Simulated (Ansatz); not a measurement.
Species: CH3, SMILES `[CH3]` (charge 0, multiplicity 2).

Problem. Give a relaxed geometry from B3LYP-D3(BJ)/def2-TZVP (Ansatz, a first-principles code).

Solution. the end point of this relaxation (outside a Z-matrix the atoms follow the SMILES, hydrogens last).
Cartesian coordinates (Å) in one orientation:
```xyz
4

C      0.000     0.000     0.000
H      1.073    -0.117    -0.005
H     -0.637    -0.871     0.005
H     -0.435     0.987     0.001
```
